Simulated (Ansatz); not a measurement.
# C₂H₃O₂ radical: one species, many methods

Aim: compute C₂H₃O₂ radical with functionals from several rungs and with coupled cluster, and see how far each lands from CCSD(T) at the basis-set limit for the atomisation energy.

Program: Ansatz 0.2.0, Gaussian basis. Level of theory: functionals in def2-TZVPP, the program's frozen cores in correlated methods. These are calculated values, not measurements.

Levels to be run: PBE-D4, r2SCAN-D4, PBE0-D4, B3LYP-D4, ωB97X-V, ωB97M-V, B2PLYP; CCSD(T)/def2-TZVPP; CCSD(T)/def2-QZVPP; extrapolation to the limit.

## 1. Structure used throughout

The geometry comes from an earlier relaxation with PBE0-D4 in a triple-zeta def2 set; it is a stationary point, not always the lowest conformer.

SMILES `CC([O])=O`, 7 atoms, charge 0, spin multiplicity 2.

Atoms are counted from 1 here; the program's logs count them from 0.

Bond lengths: C1–C2 1.483 Å, C1–H5 1.090 Å, C1–H6 1.093 Å, C1–H7 1.090 Å, C2–O3 1.250 Å, C2–O4 1.250 Å. Angles: C2–C1–H5 110.1°, C2–C1–H6 108.5°, C2–C1–H7 110.1°, H5–C1–H6 108.7°, H5–C1–H7 110.8°, H6–C1–H7 108.6°, C1–C2–O3 124.5°, C1–C2–O4 124.5°, O3–C2–O4 111.0°.

## 2. PBE-D4 (GGA)

in.yaml

```yaml
crystal:
  periodic: [false, false, false]
  atoms:
    - {symbol: C, position_ang: [0.140212, 0.458279, -0.483754]}
    - {symbol: C, position_ang: [-0.172439, -0.522748, 0.582990]}
    - {symbol: O, position_ang: [0.639016, -0.901620, 1.455647]}
    - {symbol: O, position_ang: [-1.274886, -1.097492, 0.715179]}
    - {symbol: H, position_ang: [-0.765500, 0.983160, -0.787680]}
    - {symbol: H, position_ang: [0.537378, -0.081815, -1.346662]}
    - {symbol: H, position_ang: [0.896218, 1.162256, -0.135720]}
basis:
  gaussian: {orbitals: def2-TZVPP}
magnetization: {spin_polarized: true, initial_magnetization: 1}
hamiltonian: {xc: pbe, dispersion: d4}
output: {forces: true, orbitals: {seedname: orbitals}}
```

Run with:

```bash
> ansatz run in.yaml --threads 2 --pin off --events-out ev --progress --plain --max-ram 32768MiB --backend cpu
```

The runs that follow: r2SCAN-D4 (meta-GGA); PBE0-D4 (hybrid); B3LYP-D4 (hybrid); ωB97X-V (range-separated); ωB97M-V (range-separated); B2PLYP (double hybrid); CCSD(T) in def2-TZVPP; CCSD(T) in def2-QZVPP.

**Question.** What will the summary of the whole plan be? Wanted: atomisation energy, CCSD(T)/CBS; farthest; mean size of error, hybrid; mean size of error, range-separated; gap, smallest and largest; T1 diagnostic; triples share of the correlation energy.

As calculated:

```
                               quantity                                value
        atomisation energy, CCSD(T)/CBS                            29.557 eV
    functionals within 0.148 eV (0.5 %)                               B2PLYP
                               farthest                   PBE-D4 (+1.885 eV)
             mean size of error, hybrid                             0.453 eV
    mean size of error, range-separated                             0.257 eV
              gap, smallest and largest  1.51 eV (PBE-D4), 8.33 eV (ωB97X-V)
                          T1 diagnostic                               0.0638
triples share of the correlation energy                                4.5 %
```

PBE-D4 misses by +1.885 eV. Double hybrids carry the basis error of their MP2 part in triple zeta, and no dispersion term here, so their miss is partly the set-up's. The reference freezes the cores and leaves out relativity and excitations past (T), so misses under about 0.148 eV can't be ranked. Hartree-Fock recovers 68 % of the binding; the rest is correlation. The gap grows from 1.5 to 8.3 eV across the functionals, mostly with the share of exact exchange. The T1 diagnostic, 0.064, is a little above the customary 0.045.
